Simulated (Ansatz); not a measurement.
**Li₂ (singlet): from Hartree-Fock to the top rungs, cc-pVTZ**

An exercise on one series of results from a longer session: the logs are not shown, and one member is left open.

Program: Ansatz 0.2.0, Gaussian basis. Level of theory: cc-pVTZ, core rule «outside noble gas», up to 2 orbitals frozen. These are calculated values, not measurements.

The runs, in order: UHF; CCSD(T) on RHF; CCSD(T) on UHF; BCCD(T) on RHF; CASSCF and MRCISD+Q, 2 electrons in 8 orbitals; CASSCF and MRCISD+Q(relaxed), 2 electrons in 8 orbitals; CASSCF and NEVPT2, 2 electrons in 8 orbitals; Full CI.

21 further runs of the same task are left out: 7 for a known fault of the program, 5 that didn't finish, 9 set aside as unsound or not needed.

## What is computed

The geometry is an MP2(full)/6-31G* stationary point (not a proven minimum).

2 atoms, charge 0, spin multiplicity 1.

Atoms are counted from 1 here; the program's logs count them from 0.

No contacts short enough for the rule that draws bonds.

Geometry (Å):

```xyz
2

Li    0.0000    0.0000    0.0000
Li    0.0000    0.0000    2.7731
```

Set-up of the first run:

in.yaml

```yaml
crystal:
  periodic: [false, false, false]
  atoms:
    - {symbol: Li, position_ang: [0.000000, 0.000000, 0.000000]}
    - {symbol: Li, position_ang: [0.000000, 0.000000, 2.773060]}
basis:
  gaussian: {orbitals: cc-pVTZ}
magnetization: {spin_polarized: true, initial_magnetization: 0}
hamiltonian: {xc: hf}
output: {orbitals: {seedname: orbitals}}
```

On the command line:

```bash
$ ansatz run in.yaml --threads 1 --pin off --events-out ev --progress --plain --max-ram 2393MiB
```

Steps of the session up to this table: UHF; CCSD(T) on RHF; CCSD(T) on UHF; BCCD(T) on RHF; CASSCF and MRCISD+Q, 2 electrons in 8 orbitals; CASSCF and MRCISD+Q(relaxed), 2 electrons in 8 orbitals; CASSCF and NEVPT2, 2 electrons in 8 orbitals; Full CI.

One of the session's tables, all rows but one given; the rest of the session is left out.

| method | from FCI (kJ/mol) |
| --- | --- |
| RHF | +82.4 |
| UHF | +79.8 |
| RMP2 | +27.6 |
| RCCSD | 0.0 |
| RCCSD(T) | 0.0 |
| BCCD(T) | 0.0 |
| CASSCF valence | ? |
| NEVPT2 valence | +0.3 |
| MRCISD valence | 0.0 |
| MRCISD+Q valence | 0.0 |
| MRCISD+Q(relaxed) valence | 0.0 |
| FCI | 0 |

Estimate the missing values for CASSCF valence.

The run gave: from FCI (kJ/mol): +0.7. In the column «from FCI (kJ/mol)» it lies between NEVPT2 valence (+0.3) and RMP2 (+27.6).

Not comparable, so not listed: CCSD(T) on UHF (they don't share determinant, frozen orbitals or solution with the rows shown, or repeat one).
